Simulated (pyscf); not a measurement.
Thermochemistry of product channels of `[CH2]=[CH][Cl]` + `[Cl]` [doublet] on the doublet surface, in kJ/mol, from CCSD(T)/def2-TZVPP + ΔMP2(QZVPP) energies (ideal gas, 1 atm, RRHO with modes under 100 cm⁻¹ raised to 100, one conformer, R ln 2 for chiral ones without a mode under 150 cm⁻¹). Single points on ωB97X-D3(BJ)/def2-SVP structures (PySCF, gas phase). MP2 and CC: frozen core, UHF for open shells. ΔMP2 is the change of the MP2 total energy from the triple- to the quadruple-zeta basis.

```json
[
 {"products": "`[CH3][C]([Cl])[Cl]` [doublet]", "ΔE": "-96.7", "ΔH(298 K)": "-95.2", "ΔG(600 K)": "-29.6", "ΔG(1200 K)": "[?]"},
 {"products": "`[Cl][CH][CH2][Cl]` [doublet]", "ΔE": "[?]", "ΔH(298 K)": "-85.5", "ΔG(600 K)": "-20.2", "ΔG(1200 K)": "+44.1"}
]
```

Task: Some entries are withheld; supply them.

Result: 
- `[CH3][C]([Cl])[Cl]` [doublet], ΔG(1200 K): +34.9
- `[Cl][CH][CH2][Cl]` [doublet], ΔE: -87.4

The channel to H₃C–C•(Cl)–Cl turns unfavourable between 298 and 1200 K (ΔG from -62.6 kJ/mol to +34.9 kJ/mol). The channel to Cl–CH•–CH₂–Cl turns unfavourable between 298 and 1200 K (ΔG from -53.0 kJ/mol to +44.1 kJ/mol).

These are energies of the channels, which say nothing of barriers. The CCSD(T) − MP2 part came from Ansatz, without density fitting, on the same reference. Left out: orbital degeneracy and the spin-orbit lowering of Cl.
